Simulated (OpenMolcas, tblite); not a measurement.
# A ladder of methods for C3H4F2 (SMILES F/C=C\CF)

C3H4F2: 9 atoms, total charge 0, spin state singlet. SMILES: `F/C=C\CF`. The shape is that of a PBE0-D4/def2-TZVP optimisation. This is one conformer, not always the lowest.

```xyz
9

F    -1.7713    0.6962   -0.7642
C    -0.7568   -0.0838   -1.1488
C     0.2699   -0.3554   -0.3643
C     0.4395    0.1552    1.0194
F     1.6566    0.8114    1.1337
H    -0.8889   -0.4587   -2.1569
H     1.0424   -1.0013   -0.7656
H     0.4498   -0.6667    1.7427
H    -0.3526    0.8568    1.2869
```

Quantity: the dipole moment, in D. The values are calculated.

| level | kind | program | value (D) | CPU time |
| --- | --- | --- | --- | --- |
| GFN1-xTB | semi-empirical | tblite | 2.43 | under 2 s |
| HF/6-31G* (spherical functions) | Hartree–Fock | OpenMolcas | 2.19 | 6.7 s |
| SVWN5/6-31G* (spherical functions) | LDA | OpenMolcas | 1.73 | 23 s |
| PBE/6-31G* (spherical functions) | GGA | OpenMolcas | 1.68 | 36 s |
| r2SCAN/6-31G* (spherical functions) | meta-GGA | OpenMolcas | 1.81 | 39 s |
| B3LYP/6-31G* (spherical functions) | global hybrid | OpenMolcas | 1.82 | 30 s |
| BHLYP/6-31G* (spherical functions) | global hybrid | OpenMolcas | ? | 28 s |
| B3LYP/6-31G* (Cartesian functions) | global hybrid | OpenMolcas | 1.82 | 33 s |

(1) Estimate the missing values from the other rows.

Results:

(1) As computed at these levels: BHLYP/6-31G* (spherical functions): 1.99 D. The values span 1.68 to 2.43 D. CPU times are rough (shared hosts, several kinds of processor): they show what a rung costs within a factor of a few.
